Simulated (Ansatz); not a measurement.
We consider bcc Ba, described by LDA in Ansatz (plane waves, PAW).

Run with plane-wave cutoff 500 eV, 20×20×20 k mesh, Fermi–Dirac smearing 0.1 eV, scalar-relativistic PAW data made under PBE.

Computed at the level's own relaxed cell.

Estimate the equilibrium volume per atom and lattice constant a that the calculation returns.


* **equilibrium volume per atom**: 53.67 Å³/atom
* **lattice constant a**: 4.752 Å

Measured, for comparison: equilibrium volume per atom 62.31 Å³/atom (low-temperature or extrapolated to 0 K; zero-point anharmonic expansion removed; as tabulated in Csonka et al. (2009), arXiv:0903.4037); lattice constant a 4.995 Å (low-temperature or extrapolated to 0 K; zero-point anharmonic expansion removed, our sources range from 4.995 to 5.004; as tabulated in Csonka et al. (2009), arXiv:0903.4037). Computed (rounded) less measured: equilibrium volume per atom -13.9 %, lattice constant a -4.9 % (-4.9 % to -5.0 % over the range).

Spin–orbit coupling is not included.

Computed values are for the static lattice.

Computing time: around 60 core-seconds (rough).

Ansatz is a program for electronic structure.
